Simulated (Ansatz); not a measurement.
# Magnetic states of Ni

```
Ni
1.0
     0.00000    1.75960    1.75960
     1.75960    0.00000    1.75960
     1.75960    1.75960    0.00000
Ni
1
Direct
  0.00000 0.00000 0.00000
```

The structure comes from a relaxation in the same program, started in the fcc type, and has space group Fm-3m. Whether it is a known phase or the ground state wasn't checked.

Theory: DFT, PBE, all-electron LAPW, scalar-relativistic in Ansatz 0.2.0.

The runs use a Γ-centred 18×18×18 k mesh, Fermi–Dirac smearing of 0.08 eV, basis error target 1 meV/atom. PBE unless a row says otherwise.

Energies are extrapolated to zero smearing; site moments are those inside atomic spheres.

The runs: ferromagnetic start; no spin polarisation; spin-orbit coupling on.

**Question.** Which of the states with an energy lies lowest?

**Answer.** The row "ferromagnetic start", by 58 meV/atom under the next. Orders that need a larger cell weren't tried.

**Question.** Tabulate energies, moments and gaps of the runs.

**Answer.** 
```tsv
run	E − E(first) (meV/atom)	spin moment Ni (μB)	cell spin moment (μB)	gap (eV)	P (GPa)
ferromagnetic start	0	0.65	0.62	none	0.0
no spin polarisation	58	0	0	none	-1.0
spin-orbit coupling on	–	–	0.62	none	0.0
```

From all-electron PAW (datasets made for this crystal), the contact spin densities (averaged over the Thomson radius about each nucleus) in the first state are Ni -1.39 e/Å³ (up less down).

**Question.** What Fermi-contact hyperfine field is that at Ni?

**Answer.** B = (2μ0/3) μB ρs(0) = 7.769 T·Å³ × (-1.39) = -10.8 T, opposed to the magnetisation of the spin-up electrons. Orbital and dipolar fields aren't included.
